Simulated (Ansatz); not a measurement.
**AlB (singlet): from Hartree-Fock to the top rungs at distance B1–Al2 = 2.545 Å, cc-pVDZ**

The task here is to estimate one member of a computed series from the others.

Program: Ansatz 0.2.0, Gaussian basis. Level of theory: cc-pVDZ, core rule «outside noble gas», up to 6 orbitals frozen. These are calculated values, not measurements.

To be run: UHF; CCSD(T) on RHF; CCSD(T) on UHF; BCCD(T) on RHF; CISD; CCSDT(Q) on RHF; CCSDT(Q) on UHF; CCSDTQ on RHF; CASSCF and MRCISD+Q, 2 electrons in 2 orbitals; CASSCF and NEVPT2, 2 electrons in 2 orbitals; CASSCF and MRCISD+Q, 6 electrons in 8 orbitals; CASSCF and NEVPT2, 6 electrons in 8 orbitals; Full CI.

19 further runs of the same task are left out: 1 for a known fault of the program, 13 that didn't finish, 5 set aside as unsound or not needed.

### The geometry

The geometry derives from a PBE0/def2-TZVP stationary point (not a proven minimum). One bond is set to the value named and the two fragments are kept rigid.

2 atoms, charge 0, spin multiplicity 1.

Atoms are counted from 1 here; the program's logs count them from 0.

No contacts short enough for the rule that draws bonds.

The first run:

The input, in.yaml:

```yaml
crystal:
  periodic: [false, false, false]
  atoms:
    - {symbol: B, position_ang: [0.000000, 0.000000, 0.000000]}
    - {symbol: Al, position_ang: [0.000000, 0.000000, 2.545000]}
basis:
  gaussian: {orbitals: cc-pVDZ}
magnetization: {spin_polarized: true, initial_magnetization: 0}
hamiltonian: {xc: hf}
output: {orbitals: {seedname: orbitals}}
```

Started as:

```bash
> ansatz run in.yaml --threads 1 --pin off --events-out ev --progress --plain --max-ram 2393MiB
```

Steps of the session up to this table: UHF; CCSD(T) on RHF; CCSD(T) on UHF; BCCD(T) on RHF; CISD; CCSDT(Q) on RHF; CCSDT(Q) on UHF; CCSDTQ on RHF; CASSCF and MRCISD+Q, 2 electrons in 2 orbitals; CASSCF and NEVPT2, 2 electrons in 2 orbitals; CASSCF and MRCISD+Q, 6 electrons in 8 orbitals; CASSCF and NEVPT2, 6 electrons in 8 orbitals; Full CI.

One of the session's tables, all rows but one given; the rest of the session is left out.

It belongs to the step «Misses and costs». 

| method | from FCI (kcal/mol) |
| --- | --- |
| RHF | +88.64 |
| RMP2 | +30.71 |
| CISD | +11.01 |
| RCCSD | +4.12 |
| RCCSD(T) | +1.58 |
| BCCD(T) | +1.58 |
| RCCSDT | +0.65 |
| RCCSDT(Q) | +0.29 |
| RCCSDTQ | ? |
| FCI | 0 |

Q: Estimate the row for RCCSDTQ from the others.

The run gave: from FCI (kcal/mol): +0.04. In the column «from FCI (kcal/mol)» it lies between FCI (0) and RCCSDT(Q) (+0.29).

Left out of the table: CASSCF pair, NEVPT2 pair, MRCISD pair, MRCISD+Q pair, CASSCF valence, NEVPT2 valence, MRCISD valence, MRCISD+Q valence (the active space lost an orbital or holds another state than full CI finds).

Caveats from the session: Left out of the table: UHF, UMP2, UCCSD, UCCSD(T), UCCSDT, UCCSDT(Q) (another determinant or state than the rows shown). Warnings in the runs' records: passed over end.
